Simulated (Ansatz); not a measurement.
Cartesian coordinates in Å:
```
Si -0.356 -0.058 1.068
Si 0.356 0.058 -1.068
```

The species carries charge 0 and has multiplicity 3.

Problem. List the r2SCAN/def2-TZVPP orbital energies in eV (Ansatz 0.2.0). (Best estimate.)

Solution. Ansatz gave: α occupied: -1791.75, -1791.75, -142.05, -142.05, -97.03, -97.03, -97.03, -97.03, -96.76, -96.73, -13.82, -9.56, -6.15, -6.15, -5.25. α empty: -2.93, -2.93, 0.73, 2.77, 3.44, 3.44, 3.71, 3.71. β occupied: -1791.65, -1791.65, -141.99, -141.98, -96.88, -96.88, -96.87, -96.87, -96.72, -96.69, -12.35, -8.60, -5.07. β empty: -4.24, -4.24, -1.74, -1.74, 1.29, 3.68, 4.25, 4.25. ⟨S²⟩ = 2.013.
